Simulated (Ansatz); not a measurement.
## diamond against fcc along group 11 and 12

The calculation used DFT, BLYP, plane waves (420 eV) with PAW, scalar-relativistic in Ansatz. The PAW files were generated under PBE, with cores re-solved for the functional.

Each structure is relaxed within its symmetry, in the lowest magnetic state of the tried starts. Differences under about 8 meV lie within the error of the k-point mesh.

```json
{"element": "Cu", "E(diamond) − E(fcc) (meV/atom)": "696", "V(diamond) (Å³/atom)": "20.46", "V(fcc) (Å³/atom)": "12.68", "state of diamond": "spin not included", "state of fcc": "spin not included"}
{"element": "Ag", "E(diamond) − E(fcc) (meV/atom)": "463", "V(diamond) (Å³/atom)": "32.40", "V(fcc) (Å³/atom)": "19.30", "state of diamond": "spin not included", "state of fcc": "spin not included"}
{"element": "Au", "E(diamond) − E(fcc) (meV/atom)": "345", "V(diamond) (Å³/atom)": "31.38", "V(fcc) (Å³/atom)": "19.46", "state of diamond": "spin not included", "state of fcc": "spin not included"}
{"element": "Zn", "E(diamond) − E(fcc) (meV/atom)": "95", "V(diamond) (Å³/atom)": "27.77", "V(fcc) (Å³/atom)": "16.76", "state of diamond": "spin not included", "state of fcc": "spin not included"}
{"element": "Cd", "E(diamond) − E(fcc) (meV/atom)": "20", "V(diamond) (Å³/atom)": "44.29", "V(fcc) (Å³/atom)": "26.46", "state of diamond": "spin not included", "state of fcc": "spin not included"}
```
